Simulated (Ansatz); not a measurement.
For Pb3O4 (P4₂/mbc, No. 135), PBEsol (plane waves, PAW; Ansatz, a first-principles code) gives:

- lattice constant a = 8.834 Å
- lattice parameter c = 6.670 Å
- cohesive energy = 4.42 eV/atom
- band gap = 1.17 eV

Problem. What does r²SCAN (Ansatz, PAW) give for the same quantities?

Solution. 
- lattice constant a: 8.903 Å (grows by 0.8 %)
- lattice parameter c: 6.629 Å (decreases by 0.6 %)
- cohesive energy: 4.00 eV/atom (shrinks by 0.42 eV/atom)
- band gap: 1.53 eV (increases by 0.36 eV)

Changes are worked out from the printed values.

Unless a cell is named, each level is at its own relaxed cell.

Levels without +SOC leave out spin–orbit coupling, which shifts energies and cells of such heavy elements.

Levels without +SOC have no spin–orbit coupling; where heavier elements are present it shifts gaps, mostly down, and can invert bands. Density-functional gaps are differences of (generalised) Kohn–Sham levels.

Caveats: the relaxation could not lower the start's symmetry, so the cell can be a saddle point above a distorted one (PBEsol, r²SCAN). Ansatz's density-functional and Hartree–Fock values are scalar-relativistic unless marked +SOC, with PAW data made under PBE.
